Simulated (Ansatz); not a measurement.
Rutile SnO₂: smallest direct gap on the k points sampled by level of theory

No measured value is used here.

```
level (code)           value (eV)
---------------------  ----------
LDA+SOC (Ansatz)             1.12
RPBE (Ansatz)                 [?]
r²SCAN+SOC (Ansatz)           [?]
r²SCAN0 (Ansatz)             4.21
Hartree–Fock (Ansatz)       12.31
G0W0@HSE06 (Ansatz)          4.00
G0W0@PBE (Ansatz)            2.99
```

Problem. Some entries are withheld; supply them.

Solution. 
- RPBE (Ansatz, an electronic-structure program), value (eV): 1.35
- r²SCAN+SOC (Ansatz), value (eV): 1.94

At these levels the smallest gap is indirect and lower: Hartree–Fock 12.24 eV. Computed values are for a static lattice. Levels without +SOC have no spin–orbit coupling; where heavier elements are present it shifts gaps, mostly down, and can invert bands.  G0W0@HSE06, G0W0@PBE: filled d or f shells below the valence bands can shift G0W0 gaps through exchange with them, which wasn't tested here. G0W0@HSE06: GW on a hybrid start was not checked against another program. Values are at the measured cell (atoms relaxed with PBEsol). Cutoffs and k meshes differ between the levels. Ansatz's density-functional and Hartree–Fock values are scalar-relativistic unless marked +SOC, with PAW data made under PBE.
